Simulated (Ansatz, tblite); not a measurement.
Removing an electron: SiClH3 (SiH₃Cl). Charge 0, multiplicity 1. Geometry: r2SCAN-D4/def2-TZVP. Ansatz, gas phase; energy differences of separate SCF runs; the oxidised species was run as a doublet alone.

```xyz
5

Si    0.1216    0.0376    0.0134
Cl   -1.8320   -0.5658   -0.2019
H     0.4648    0.9359   -1.1109
H     0.9900   -1.1602   -0.0024
H     0.2556    0.7525    1.3017
```

The xTB rows come from tblite. Correlated methods freeze 10 core orbitals. In CCSD on the charge 1 doublet the largest single amplitude is 0.23, so its Hartree–Fock determinant may place the open shell otherwise than the density functionals do.

```csv
level,−HOMO (eV),vertical IE (eV),−LUMO (eV),HOMO–LUMO gap (eV),remarks
GFN1-xTB,12.61,15.54,5.53,7.09,–
PBE0-D4/def2-TZVP,9.03,11.47,0.08,8.94,–
CCSD(T)/def2-TZVPP,–,11.71,–,–,large T1 (0.046) (+1 doublet)
```

Q: Estimate the rows for GFN2-xTB, r2SCAN-D4/def2-TZVP, CCSD/def2-TZVPP.

A: 
```json
{"level": "GFN2-xTB", "−HOMO (eV)": "11.58", "vertical IE (eV)": "14.66", "−LUMO (eV)": "5.66", "HOMO–LUMO gap (eV)": "5.91", "remarks": "–"}
{"level": "r2SCAN-D4/def2-TZVP", "−HOMO (eV)": "8.01", "vertical IE (eV)": "11.33", "−LUMO (eV)": "0.53", "HOMO–LUMO gap (eV)": "7.49", "remarks": "–"}
{"level": "CCSD/def2-TZVPP", "−HOMO (eV)": "–", "vertical IE (eV)": "11.70", "−LUMO (eV)": "–", "HOMO–LUMO gap (eV)": "–", "remarks": "large T1 (0.046) (+1 doublet)"}
```

Run but left out: HF/def2-TZVPP, MP2/def2-TZVPP (charge +1 doublet: a determinant that CCSD turns far, T1 0.046); PBE-D4/def2-TZVP (charge +1 doublet: an occupied level 0.10 eV above an empty one).  Raw xTB energy differences between charge states are shifted by several eV; the methods need an empirical correction for them.
